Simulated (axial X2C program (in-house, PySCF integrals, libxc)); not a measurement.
## Spin–orbit effects along a row: molecules with C, PBE0

Computed with an in-house relativistic program for diatomic molecules, spin-free (one-electron X2C) or two-component (2c: spin–orbit coupling with atomic mean-field Coulomb and Gaunt terms, which also bring small scalar terms), in Dyall basis sets with cores contracted in-house; open shells are unrestricted.

Basis sets: Al dyall-v3z, C dyall-v3z, Cl dyall-av3z, Mg dyall-cv3z, Na dyall-cv3z, P dyall-v3z, S dyall-av3z, Si dyall-v3z.

| molecule | spin-free state | Re (Å) | ωe (cm⁻¹) | De (eV) | 2c state | Re 2c (Å) | ωe 2c (cm⁻¹) | De 2c (eV) |
| --- | --- | --- | --- | --- | --- | --- | --- | --- |
| NaC | M_S = 3/2, Λ = 0 | 2.231 | 435.1 | 2.04 | Ω = 3/2 | 2.232 | 435.0 | 2.04 |
| MgC | M_S = 1, Λ = 0 | 2.075 | 544.9 | 1.74 | Ω = 1 | 2.075 | 544.8 | 1.74 |
| AlC | M_S = 3/2, Λ = 0 | 1.972 | 638.6 | 3.51 | Ω = 3/2 | 1.972 | 638.5 | 3.51 |
| SiC | M_S = 1, Λ = 1 | 1.718 | 983.2 | 4.27 | Ω = 2 | 1.718 | 982.5 | 4.28 |
| PC | M_S = 1/2, Λ = 0 | 1.555 | 1294.7 | 5.24 | Ω = 1/2 | 1.555 | 1294.4 | 5.24 |
| CS | M_S = 0, Λ = 0 | 1.533 | 1326.1 | 7.21 | Ω = 0 | 1.533 | 1325.8 | 7.21 |
| CCl | M_S = 1/2, Λ = 1 | 1.650 | 889.0 | 4.26 | Ω = 1/2 | 1.650 | 889.3 | 4.26 |

Each entry is the lowest single determinant of a limited PBE0 search at one distance. De goes to single-determinant-based atoms at the same level (for ions the charge split of lowest energy) and is withheld (n/a) where an atom does not fit its ground term or J level. Main or longest-lived isotopes. One determinant is a doubtful description, or other states lie close, for NaC, MgC, AlC, SiC, PC; these need not be ground states, and all values refer to the states named. Some open-shell Ω = 0 determinants are out of reach, so the Ω given for MgC, SiC need not be the lowest component. With several unpaired electrons the Ω given is that of one determinant, not necessarily of the lowest component. Some light 2c atoms are not at their ground J level, so De misses part of their lowering (0.04 eV or less). The functionals have no current term, which raises determinants with orbital currents.
